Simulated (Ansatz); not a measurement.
# OF+ (singlet): density functionals in cc-pVTZ

What do functionals of several rungs give for OF+ (singlet)?

Program: Ansatz 0.2.0, Gaussian basis. Level of theory: cc-pVTZ, all electrons in the functionals, frozen cores in the correlation of double hybrids and RPA. These are calculated values, not measurements.

Plan: PBE, r2SCAN, PBE0, B3LYP, CAM-B3LYP, wB97M-V, HSE06, B2PLYP, RKS PBE0, RPA-PBE.

1 further run of the same task is left out (it didn't finish).

### Step 1. What is computed

The geometry is a PBE0/def2-TZVP stationary point (not a proven minimum).

2 atoms, charge 1, spin multiplicity 1.

Atoms are counted from 1 here; the program's logs count them from 0.

Bond lengths: O1–F2 1.208 Å.

No dispersion term is added; wB97M-V holds VV10 nonlocal correlation. B3LYP takes the VWN-RPA correlation. HSE06 is the plane-wave form.

### Step 2. PBE (unrestricted)

in.yaml reads:

```yaml
crystal:
  periodic: [false, false, false]
  atoms:
    - {symbol: O, position_ang: [0.000000, 0.000000, 0.000000]}
    - {symbol: F, position_ang: [0.000000, 0.000000, 1.208300]}
basis:
  gaussian: {orbitals: cc-pVTZ}
total_charge: 1
magnetization: {spin_polarized: true, initial_magnetization: 0}
hamiltonian: {xc: {name: PBE}}
output: {orbitals: {seedname: orbitals}}
```

Started as:

```console
ansatz run in.yaml --threads 1 --pin off --events-out ev --progress --plain --max-ram 2393MiB
```

The log of the run:

```text
Functional definition: PBE
  name "PBE"
  cite "Perdew, Burke & Ernzerhof, Phys. Rev. Lett. 77, 3865 (1996) doi:10.1103/PhysRevLett.77.3865"
  parent pbe
  parameter kappa = 0.804
  parameter beta = 0.06672455060314922
  exchange = pbe_x(kappa = kappa, mu = beta*pi^2/3)
  correlation = pbe_c(beta = beta)
313 factors; their error is unknown
mean field evaluation 1: about -4738.2747 eV, gradient 3.7e1 eV
mean field evaluation 2: about -4716.0066 eV, gradient 9.1e1 eV
mean field evaluation 4: about -4741.1045 eV, gradient 1.3e1 eV
mean field evaluation 8: about -4741.3423 eV, gradient 9.1e0 eV
mean field evaluation 16: about -4741.5145 eV, gradient 3.6e-3 eV
mean field evaluation 32: about -4741.0402 eV, gradient 1.3e1 eV
mean field evaluation 64: about -4742.8034 eV, gradient 1.1e1 eV
mean field -4743.09615252 eV, -174.3055686191 hartree, gradient 1.1e-5 eV, S^2 1.002171; 5 other end points of the search recorded, 0 dependent functions left out
reference -4743.09616151 eV, -174.3055689493 hartree; 8, 8 occupied and 52, 52 virtual orbitals, 313 factors
Total energy: -4743.09616151 eV, -174.3055689493 hartree
```

Wall time 7.5 s (1 thread of AMD EPYC, shared host).

From the report: ⟨S²⟩ of the determinant 1.002 (pure singlet: 0.00). The determinant is far from a pure spin state, so its energy mixes those of several spin states (harmless only where they are near-degenerate, as at dissociation).

### Step 3. r2SCAN (unrestricted)

Edit in.yaml of step 2 so:

```diff
@@ -9,3 +9,3 @@
 magnetization: {spin_polarized: true, initial_magnetization: 0}
-hamiltonian: {xc: {name: PBE}}
-output: {orbitals: {seedname: orbitals}}
+hamiltonian: {xc: {name: r2SCAN}}
+output: {forces: true}
```

Launched as before.

The log of the run, cut to the lines that bear on the results:

```text
Functional definition: r2SCAN
  name "r2SCAN"
  cite "Furness, Kaplan, Ning, Perdew & Sun, J. Phys. Chem. Lett. 11, 8208 (2020) doi:10.1021/acs.jpclett.0c02405"
  cite "Furness, Kaplan, Ning, Perdew & Sun, J. Phys. Chem. Lett. 11, 9248 (2020) doi:10.1021/acs.jpclett.0c03077"
  parent r2scan
[...]
313 factors; their error is unknown
[...]
mean field -4745.34810960 eV, -174.3883265151 hartree, gradient 1.0e-5 eV, S^2 1.004628; 4 other end points of the search recorded, 0 dependent functions left out
[...]
reference -4745.34811185 eV, -174.3883265980 hartree; 8, 8 occupied and 52, 52 virtual orbitals, 313 factors
Total energy: -4745.34811185 eV, -174.3883265980 hartree
Atom 0 at     0.000000     0.000000     0.000000 Å, force    -0.000000     0.000000    -1.544407 eV/Å
Atom 1 at     0.000000     0.000000     1.208300 Å, force     0.000000    -0.000000     1.544407 eV/Å
Dipole moment:     0.000000    -0.000000    -0.111484 e Å
```

It took 11 s on 1 thread of AMD EPYC, shared host.

From the report: ⟨S²⟩ of the determinant 1.005 (pure singlet: 0.00). The determinant is far from a pure spin state, so its energy mixes those of several spin states (harmless only where they are near-degenerate, as at dissociation).

### Step 4. PBE0 (unrestricted)

Edit in.yaml of step 3 so:

```diff
@@ -9,3 +9,3 @@
 magnetization: {spin_polarized: true, initial_magnetization: 0}
-hamiltonian: {xc: {name: r2SCAN}}
-output: {forces: true}
+hamiltonian: {xc: {name: PBE0}}
+output: {forces: true, orbitals: {seedname: orbitals}}
```

Same command.

The log of the run, cut to the lines that bear on the results:

```text
Functional definition: PBE0
  name "PBE0"
  cite "Adamo & Barone, J. Chem. Phys. 110, 6158 (1999) doi:10.1063/1.478522"
  cite "Perdew, Burke & Ernzerhof, Phys. Rev. Lett. 77, 3865 (1996) doi:10.1103/PhysRevLett.77.3865"
  parent pbe
[...]
313 factors; their error is unknown
[...]
mean field -4742.60384734 eV, -174.2874767374 hartree, gradient 1.2e-5 eV, S^2 1.004412; 3 other end points of the search recorded, 0 dependent functions left out
[...]
reference -4742.60385385 eV, -174.2874769768 hartree; 8, 8 occupied and 52, 52 virtual orbitals, 313 factors
Total energy: -4742.60385385 eV, -174.2874769768 hartree
Atom 0 at     0.000000     0.000000     0.000000 Å, force    -0.000000     0.000000    -0.312823 eV/Å
Atom 1 at     0.000000     0.000000     1.208300 Å, force     0.000000    -0.000000     0.312823 eV/Å
Dipole moment:     0.000000    -0.000000    -0.121960 e Å
```

Wall time 4.4 s (1 thread of AMD EPYC, shared host).

From the report: ⟨S²⟩ of the determinant 1.004 (pure singlet: 0.00). The determinant is far from a pure spin state, so its energy mixes those of several spin states (harmless only where they are near-degenerate, as at dissociation).

### Step 5. B3LYP (unrestricted)

Edit in.yaml of step 4 so:

```diff
@@ -9,3 +9,2 @@
 magnetization: {spin_polarized: true, initial_magnetization: 0}
-hamiltonian: {xc: {name: PBE0}}
-output: {forces: true, orbitals: {seedname: orbitals}}
+hamiltonian: {xc: {name: B3LYP}}
```

Launched as before.

The log of the run, cut to the lines that bear on the results:

```text
Functional definition: B3LYP
  name "B3LYP"
  cite "Stephens, Devlin, Chabalowski & Frisch, J. Phys. Chem. 98, 11623 (1994) doi:10.1021/j100096a001"
  cite "Becke, Phys. Rev. A 38, 3098 (1988) doi:10.1103/PhysRevA.38.3098"
  cite "Lee, Yang & Parr, Phys. Rev. B 37, 785 (1988) doi:10.1103/PhysRevB.37.785"
  cite "Vosko, Wilk & Nusair, Can. J. Phys. 58, 1200 (1980) doi:10.1139/p80-159"
[...]
313 factors; their error is unknown
[...]
mean field -4747.09353185 eV, -174.4524695999 hartree, gradient 7.7e-6 eV, S^2 1.003758; 3 other end points of the search recorded, 0 dependent functions left out
reference -4747.09361814 eV, -174.4524727712 hartree; 8, 8 occupied and 52, 52 virtual orbitals, 313 factors
Total energy: -4747.09361814 eV, -174.4524727712 hartree
```

Wall time 3.9 s (1 thread of AMD EPYC, shared host).

From the report: ⟨S²⟩ of the determinant 1.004 (pure singlet: 0.00). The determinant is far from a pure spin state, so its energy mixes those of several spin states (harmless only where they are near-degenerate, as at dissociation).

### Step 6. CAM-B3LYP (unrestricted)

Edit in.yaml of step 5 so:

```diff
@@ -9,2 +9,2 @@
 magnetization: {spin_polarized: true, initial_magnetization: 0}
-hamiltonian: {xc: {name: B3LYP}}
+hamiltonian: {xc: {name: CAM-B3LYP}}
```

Launched as before.

The log of the run, cut to the lines that bear on the results:

```text
Functional definition: CAM-B3LYP
  name "CAM-B3LYP"
  cite "Yanai, Tew & Handy, Chem. Phys. Lett. 393, 51 (2004) doi:10.1016/j.cplett.2004.06.011"
  cite "Iikura, Tsuneda, Yanai & Hirao, J. Chem. Phys. 115, 3540 (2001) doi:10.1063/1.1383587"
  cite "Becke, Phys. Rev. A 38, 3098 (1988) doi:10.1103/PhysRevA.38.3098"
  cite "Lee, Yang & Parr, Phys. Rev. B 37, 785 (1988) doi:10.1103/PhysRevB.37.785"
  cite "Vosko, Wilk & Nusair, Can. J. Phys. 58, 1200 (1980) doi:10.1139/p80-159"
[...]
  # Exact exchange under (alpha + beta erf(omega r))/r, Becke's under what is left of 1/r.
[...]
313 factors; their error is unknown
54 factors; integrals over basis functions are off by at most 8.6e-5 eV
[...]
mean field -4745.83056572 eV, -174.4060564507 hartree, gradient 1.6e-5 eV, S^2 1.003858; 4 other end points of the search recorded, 0 dependent functions left out
reference -4745.83060770 eV, -174.4060579936 hartree; 8, 8 occupied and 52, 52 virtual orbitals, 313 factors
Total energy: -4745.83060770 eV, -174.4060579936 hartree
```

It took 4.5 s on 1 thread of AMD EPYC, shared host.

From the report: ⟨S²⟩ of the determinant 1.004 (pure singlet: 0.00). The determinant is far from a pure spin state, so its energy mixes those of several spin states (harmless only where they are near-degenerate, as at dissociation).

### Step 7. wB97M-V (unrestricted)

Edit in.yaml of step 6 so:

```diff
@@ -9,2 +9,3 @@
 magnetization: {spin_polarized: true, initial_magnetization: 0}
-hamiltonian: {xc: {name: CAM-B3LYP}}
+hamiltonian: {xc: {name: wB97M-V}}
+output: {forces: true, orbitals: {seedname: orbitals}}
```

Same command.

The log of the run, cut to the lines that bear on the results:

```text
Functional definition: wB97M-V
  name "wB97M-V"
  cite "Mardirossian & Head-Gordon, J. Chem. Phys. 144, 214110 (2016) doi:10.1063/1.4952647"
  cite "Becke, J. Chem. Phys. 107, 8554 (1997) doi:10.1063/1.475007"
  cite "Vydrov & Van Voorhis, J. Chem. Phys. 133, 244103 (2010) doi:10.1063/1.3521275"
  # Of w^i u^j: cxij and so on, Table III.
[...]
  gx(w, u) = 1 - cx + cx01*u + cx10*w
  gss(w, u) = css00 + css04*u^4 + css10*w + css20*w^2 + css43*w^4*u^3
  gos(w, u) = cos00 + cos10*w + (cos20 + cos21*u)*w^2 + (cos60 + cos61*u)*w^6
[...]
      + integral(e_c_pw_mod_opposite_spin*gos(b97_w_opposite, b97_u_opposite)) + vv10(b, c)
313 factors; their error is unknown
54 factors; integrals over basis functions are off by at most 4.1e-5 eV
[...]
mean field -4745.93604436 eV, -174.4099327191 hartree, gradient 1.7e-5 eV, S^2 1.002737; 4 other end points of the search recorded, 0 dependent functions left out
[...]
reference -4745.93605476 eV, -174.4099331014 hartree; 8, 8 occupied and 52, 52 virtual orbitals, 313 factors
Total energy: -4745.93605476 eV, -174.4099331014 hartree
Atom 0 at     0.000000     0.000000     0.000000 Å, force    -0.000000    -0.000000    -0.618695 eV/Å
Atom 1 at     0.000000     0.000000     1.208300 Å, force     0.000000     0.000000     0.618695 eV/Å
Dipole moment:     0.000000    -0.000000    -0.112760 e Å
```

Wall time 11 s (1 thread of AMD EPYC, shared host).

From the report: ⟨S²⟩ of the determinant 1.003 (pure singlet: 0.00). The determinant is far from a pure spin state, so its energy mixes those of several spin states (harmless only where they are near-degenerate, as at dissociation).

### Step 8. HSE06 (unrestricted)

Edit in.yaml of step 7 so:

```diff
@@ -9,3 +9,2 @@
 magnetization: {spin_polarized: true, initial_magnetization: 0}
-hamiltonian: {xc: {name: wB97M-V}}
-output: {forces: true, orbitals: {seedname: orbitals}}
+hamiltonian: {xc: {name: HSE06}}
```

Same command.

The log of the run, cut to the lines that bear on the results:

```text
Functional definition: HSE06
  name "HSE06"
  cite "Heyd, Scuseria & Ernzerhof, J. Chem. Phys. 118, 8207 (2003) doi:10.1063/1.1564060"
  cite "Krukau, Vydrov, Izmaylov & Scuseria, J. Chem. Phys. 125, 224106 (2006) doi:10.1063/1.2404663"
  cite "Heyd & Scuseria, J. Chem. Phys. 120, 7274 (2004) doi:10.1063/1.1668634"
  cite "Ernzerhof & Perdew, J. Chem. Phys. 109, 3313 (1998) doi:10.1063/1.476928"
  cite "Perdew, Burke & Ernzerhof, Phys. Rev. Lett. 77, 3865 (1996) doi:10.1103/PhysRevLett.77.3865"
  parent pbe
[...]
  # The whole range is PBE's own exchange, as in plane waves. The composition of these papers is wPBEh.
[...]
313 factors; their error is unknown
24 factors; integrals over basis functions are off by at most 1.5e-6 eV
[...]
mean field -4742.42172435 eV, -174.2807838411 hartree, gradient 1.1e-5 eV, S^2 1.004404; 3 other end points of the search recorded, 0 dependent functions left out
reference -4742.42173303 eV, -174.2807841601 hartree; 8, 8 occupied and 52, 52 virtual orbitals, 313 factors
Total energy: -4742.42173303 eV, -174.2807841601 hartree
```

Wall time 4.9 s (1 thread of AMD EPYC, shared host).

From the report: ⟨S²⟩ of the determinant 1.004 (pure singlet: 0.00). The determinant is far from a pure spin state, so its energy mixes those of several spin states (harmless only where they are near-degenerate, as at dissociation).

### Step 9. B2PLYP (unrestricted)

Edit in.yaml of step 8 so:

```diff
@@ -9,2 +9,3 @@
 magnetization: {spin_polarized: true, initial_magnetization: 0}
-hamiltonian: {xc: {name: HSE06}}
+hamiltonian: {xc: {name: B2PLYP}}
+correlation: {electrons: outside_noble_gas}
```

Launched as before.

The log of the run, cut to the lines that bear on the results:

```text
Functional definition: B2PLYP
  name "B2PLYP"
  cite "Grimme, J. Chem. Phys. 124, 034108 (2006) doi:10.1063/1.2148954"
  cite "Becke, Phys. Rev. A 38, 3098 (1988) doi:10.1103/PhysRevA.38.3098"
  cite "Lee, Yang & Parr, Phys. Rev. B 37, 785 (1988) doi:10.1103/PhysRevB.37.785"
[...]
379 factors; integrals over basis functions are off by at most 8.1e-4 eV
[...]
mean field -4740.53214186 eV, -174.2113429652 hartree, gradient 3.3e-6 eV, S^2 1.007875; 4 other end points of the search recorded, 0 dependent functions left out
2 core orbitals not correlated: weight in the atoms' cores, before any rotation towards them, 1.000 or more for the frozen orbitals, at most 0.000 for the correlated occupied ones
reference -4740.53219515 eV, -174.2113449238 hartree; 6, 6 occupied and 52, 52 virtual orbitals, 379 factors
second order -14.80306289 eV of doubles, -0.00000000 eV of singles
Total energy: -4744.52902213 eV, -174.3582256061 hartree
```

It took 5.5 s on 1 thread of AMD EPYC, shared host.

From the report: ⟨S²⟩ of the determinant 1.008 (pure singlet: 0.00). The determinant is far from a pure spin state, so its energy mixes those of several spin states (harmless only where they are near-degenerate, as at dissociation).

### Step 10. PBE0 (restricted)

Edit in.yaml of step 9 so:

```diff
@@ -8,4 +8,2 @@
 total_charge: 1
-magnetization: {spin_polarized: true, initial_magnetization: 0}
-hamiltonian: {xc: {name: B2PLYP}}
-correlation: {electrons: outside_noble_gas}
+hamiltonian: {xc: {name: PBE0}}
```

The command is unchanged.

The log of the run:

```text
Functional definition: PBE0
  name "PBE0"
  cite "Adamo & Barone, J. Chem. Phys. 110, 6158 (1999) doi:10.1063/1.478522"
  cite "Perdew, Burke & Ernzerhof, Phys. Rev. Lett. 77, 3865 (1996) doi:10.1103/PhysRevLett.77.3865"
  parent pbe
  parameter a = 0.25
  parameter kappa = 0.804
  parameter beta = 0.06672455060314922
  exchange = (1 - a)*pbe_x(kappa = kappa, mu = beta*pi^2/3) + a*exact_x
  correlation = pbe_c(beta = beta)
313 factors; their error is unknown
mean field evaluation 1: about -4738.6406 eV, gradient 4.4e1 eV
mean field evaluation 2: about -4727.6943 eV, gradient 9.7e1 eV
mean field evaluation 4: about -4740.9103 eV, gradient 1.2e0 eV
mean field evaluation 8: about -4740.9102 eV, gradient 4.3e-2 eV
mean field -4740.91017144 eV, -174.2252352960 hartree, gradient 2.1e-5 eV, S^2 0.000000; 0 other end points of the search recorded, 0 dependent functions left out
reference -4740.91017817 eV, -174.2252355435 hartree; 8, 8 occupied and 52, 52 virtual orbitals, 313 factors
Total energy: -4740.91017817 eV, -174.2252355435 hartree
```

Wall time 0.93 s (1 thread of AMD EPYC, shared host).

### Step 11. RPA-PBE

Edit in.yaml of step 10 so:

```diff
@@ -8,2 +8,4 @@
 total_charge: 1
-hamiltonian: {xc: {name: PBE0}}
+magnetization: {spin_polarized: true, initial_magnetization: 0}
+hamiltonian: {xc: {name: PBE}}
+correlation: {method: rpa, electrons: outside_noble_gas}
```

The command is unchanged.

The log of the run, cut to the lines that bear on the results:

```text
Functional definition: PBE
  name "PBE"
  cite "Perdew, Burke & Ernzerhof, Phys. Rev. Lett. 77, 3865 (1996) doi:10.1103/PhysRevLett.77.3865"
  parent pbe
[...]
379 factors; integrals over basis functions are off by at most 8.1e-4 eV
[...]
mean field -4743.09613945 eV, -174.3055681387 hartree, gradient 1.4e-6 eV, S^2 1.002171; 7 other end points of the search recorded, 0 dependent functions left out
2 core orbitals not correlated: weight in the atoms' cores, before any rotation towards them, 1.000 or more for the frozen orbitals, at most 0.000 for the correlated occupied ones
reference -4726.17929035 eV, -173.6838854010 hartree; 6, 6 occupied and 52, 52 virtual orbitals, 379 factors
Total energy: -4745.18830717 eV, -174.3824538843 hartree
```

Wall time 7.5 s (1 thread of AMD EPYC, shared host).

From the report: ⟨S²⟩ of the determinant 1.002 (pure singlet: 0.00). The determinant is far from a pure spin state, so its energy mixes those of several spin states (harmless only where they are near-degenerate, as at dissociation).

### Step 12. Side by side

```
functional  energy (eV)   ⟨S²⟩    time
       PBE   -4743.0962  1.002   7.5 s
    r2SCAN   -4745.3481  1.005    11 s
      PBE0   -4742.6039  1.004   4.4 s
     B3LYP   -4747.0936  1.004   3.9 s
 CAM-B3LYP   -4745.8306  1.004   4.5 s
   wB97M-V   -4745.9361  1.003    11 s
     HSE06   -4742.4217  1.004   4.9 s
    B2PLYP   -4744.5290  1.008   5.5 s
  RKS PBE0   -4740.9102  0.000  0.93 s
   RPA-PBE   -4745.1883  1.002   7.5 s
```

Orbital levels of the runs that wrote orbitals: PBE HOMO -20.39, LUMO -18.40 eV; PBE0 HOMO -22.96, LUMO -16.78 eV; wB97M-V HOMO -25.18, LUMO -14.35 eV.

### Step 13. Summary of results

| quantity | value |
| --- | --- |
| spread of total energies | 6.2 eV |
| quickest, slowest | RKS PBE0 0.93 s, r2SCAN 11 s |

Total energies of different functionals can't be ranked; only differences within one functional count.
